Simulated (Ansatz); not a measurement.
Energy needed to pull apart AlSiH₄F (SMILES F[SiH2][AlH2]), closed shell, into free ground-state atoms, from the structure below (displaced at random from a GFN2-xTB minimum); no zero-point or spin–orbit terms; open-shell atoms are treated unrestricted, in their ground-state multiplicity.

| atom | x (Å) | y (Å) | z (Å) |
| --- | --- | --- | --- |
| F1 | -2.2171 | -0.0976 | 0.0868 |
| Si2 | -0.6991 | -0.2418 | -0.6791 |
| Al3 | 1.1772 | 0.3440 | 0.8774 |
| H4 | -0.8061 | -1.5996 | -1.2300 |
| H5 | -1.2161 | 0.7540 | -1.9078 |
| H6 | 1.1268 | 1.3681 | 2.1126 |
| H7 | 2.6386 | -0.3897 | 0.6494 |

Ansatz 0.2.0; basis: def2-TZVPP; cores frozen in the correlated methods.

```csv
method,atomization energy (eV)
PBE-D4,19.95
r2SCAN-D4,20.12
B97M-V,?
PBE0-D4,19.70
LC-wPBE,?
wB97M-V,20.08
HF,15.13
MP2,19.66
CCSD,19.45
CCSD(T),19.65
```

What does B97M-V give? (An estimate is asked for; the value comes from the calculation.)

Computed: 20.42 eV, which is about 0.77 eV more than CCSD(T)/def2-TZVPP.

What does LC-wPBE give? (An estimate is asked for; the value comes from the calculation.)

Computed: 19.90 eV, which is about 0.25 eV more than CCSD(T)/def2-TZVPP.

In triple zeta the MP2 and coupled-cluster atomization energies are still short of their basis limit by a few kcal/mol a bond, whereas those of the functionals are nearly converged, so these differences are not deviations from converged CCSD(T).

No T1 diagnostic of these runs exceeds 0.013.

For scale, one of the runs: CCSD(T)/def2-TZVPP forces, 171 basis functions (an equivalent command: `ansatz run in.yaml --threads 4`). The run took 66 s on 4 CPU threads (shared host), with 2.6 GiB of host memory at its peak.
